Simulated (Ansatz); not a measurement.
The first iterations of a band of AlH3O2 + H2 (8 atoms, charge 0, multiplicity 1).

These are results of RKS PBE-D4/def2-SVP (Ansatz 0.2.0), not measurements.

| Quantity | Value |
| --- | --- |
| movable images | 5 |
| climbing image | yes |
| spring | 5.0 eV/Å² |
| optimiser | quadratic models (default) |
| start path | through a guess of the saddle point |
| force threshold | 0.5 eV/Å |
| iteration limit | 60 |
| end points | relaxed |

Image 0:

```xyz
8
Properties=species:S:1:pos:R:3
Al 0.014 -0.247 0.179
O -0.008 -0.531 1.879
H -0.795 -0.658 2.429
H 1.421 -0.094 -0.519
O -1.367 -0.263 -0.843
H -2.283 -0.425 -0.577
H -0.021 2.300 0.573
H 0.035 1.919 1.244
```

Image 6:

```xyz
8
Properties=species:S:1:pos:R:3
Al 0.114 0.526 -0.092
O -0.035 0.099 1.888
H -0.953 -0.233 1.618
H 1.248 -0.396 -0.747
O -1.544 -0.147 -0.053
H -1.844 -0.863 -0.635
H 0.190 2.128 -0.063
H -0.178 0.888 2.448
```

| iteration | highest image above the first end (eV) | largest band force component (eV/Å) |
| --- | --- | --- |
| 1 | 1.587 | 3.616 |
| 2 | 0.925 | 1.674 |

Does the band converge within its limit, and where does its top end?

The forces met the threshold. It ended after 5 iterations with the highest image 0.759 eV above the first end. The threshold of 0.5 eV/Å is loose, so the images may lie well off the minimum-energy path. The order of the stationary point at the top wasn't checked. The orbitals stay closed-shell, which can raise the energy where a bond breaks towards radicals; this wasn't checked here.

Time of the run: 18 s on 1 thread of AMD EPYC 9R45 96-Core Processor (Zen 5), on a shared host, peak memory 0.14 GiB.
